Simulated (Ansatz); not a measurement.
Relaxed structures of C$_{2}$H$_{4}$B (charge +1), singlet (PBE0-D4/def2-TZVP; forces vanish, vibrations not checked; lower isomers may exist, and structures with a doubtful reference or unclear bonds are left out; Å). Program: Ansatz 0.2.0. Basis: def2-TZVPP. Cores are frozen in the correlated methods.

Question: Rank them by CCSD(T) energy, lowest first, and give each one's height above the lowest. Links in brackets join atoms within 1.22 times the sum of their covalent radii (1.1 for two metals). (An estimate is asked for; the value comes from the calculation.)
A.
C₂H₄B ([BH][CH][CH2]), total charge +1
```
7
angstrom
B -0.7387 -0.4104 -0.4657
C 0.6754 -0.2300 -0.2591
C 1.0765 -0.4692 1.0166
H -1.8985 -0.5770 -0.5573
H 1.3775 0.0690 -1.0342
H 0.3906 -0.7688 1.8051
H 2.1206 -0.3679 1.3026
```
B.
C₂H₄B ([BH2][C][CH2]), total charge +1
```
7
angstrom
B -1.1178 0.3868 -0.7222
C 0.0663 -0.0232 0.0429
C 1.0968 -0.3798 0.7086
H -1.8921 -0.4581 -1.0623
H -1.2553 1.5480 -0.9712
H 1.2672 -1.4327 0.9617
H 1.8348 0.3589 1.0424
```
C.
C₂H₄B ([CH2][B][CH2]), total charge +1
```
7
angstrom
B 0.0146 -0.0051 0.0099
C -1.1329 0.3922 -0.7322
C 1.1624 -0.4025 0.7513
H -1.8813 -0.3229 -1.0758
H -1.3247 1.4328 -0.9964
H 1.3544 -1.4431 1.0153
H 1.9109 0.3126 1.0947
```

Answer: Computed: A (0.00 kcal/mol), C (16.02 kcal/mol), B (24.49 kcal/mol). Heights count from the lowest.

No T1 diagnostic of these runs exceeds 0.027. The T1 diagnostic is large here, which may signal multireference character or strong orbital relaxation, so CCSD(T) is less sure. The restricted Hartree–Fock reference is unstable towards an unrestricted one at one or more of these structures. A large double-excitation amplitude points to some diradical character; no triplet was computed.

For scale, one of the runs: CCSD(T)/def2-TZVPP, 149 basis functions, launched by `ansatz run in.yaml --threads 2 --pin off --events-out ev --progress --plain --max-ram 4352MiB`. The run took 11 s on 2 CPU threads of an Arm Neoverse V2 (shared host), with 0.94 GiB of host memory at its peak.
